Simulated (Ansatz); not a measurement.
## Cr, bcc: geometry optimisation

All numbers below come from DFT, RPBE, plane waves (420 eV) with PAW, scalar-relativistic (Ansatz). (PAW data from PBE, frozen cores regenerated.)

k-point mesh 15×15×15, Fermi-Dirac smearing 0.05 eV, starting moments 1.50 μB. Cell and atoms relax.

Starting structure:

```yaml
crystal:
  lattice:
    - [-1.44195, 1.44195, 1.44195]
    - [1.44195, -1.44195, 1.44195]
    - [1.44195, 1.44195, -1.44195]
  atoms:
    - { symbol: Cr, position: [0.00000, 0.00000, 0.00000] }
```

Q: The pressure at the start is -3.9 GPa. By how much does the volume change?

A: From 11.99 to 11.79 Å³ per atom, -1.7 %. The final cell has a = 2.868 Å.

Q: How much energy does the relaxation gain?

A: 2.4 meV per atom.

Q: Which magnetic state does it end in?

A: non-magnetic.
